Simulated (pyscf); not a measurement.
Single points on ωB97X-D3(BJ)/def2-SVP structures (PySCF, gas phase). MP2 and CC: frozen core, UHF for open shells. ΔMP2 is the change of the MP2 total energy from the triple- to the quadruple-zeta basis.

What are the homolytic bond dissociation enthalpies (298 K) of F–C:–CH₂–F [singlet] at CCSD(T)/def2-TZVPP + ΔMP2(QZVPP), weakest first?

C–H to F–C•=CH–F + H•: 65.1 kcal/mol; C–F to H₂C=C•–F + F•: 67.4 kcal/mol. Ring and multiple bonds, and those that leave no two simple radicals, are not listed. The radicals are drawn with the spin at the cut bond; how far it spreads was not checked. F–C:–CH₂–F [singlet] lies 60.9 kcal/mol over its isomer H₂C=C(F)–F (electronic energy, ωB97M-D3(BJ)). F–C•=CH–F lies 8.0 kcal/mol over its isomer •HC=C(F)–F (electronic energy, ωB97M-D3(BJ)). Other isomers of H₂C=C•–F were not searched in full and may lie lower. The CCSD(T) − MP2 part came from Ansatz, without density fitting, on the same reference. A UHF reference is spin-contaminated (<S²> up to 0.98), which harms MP2 most. Left out: the spin-orbit lowering of F.
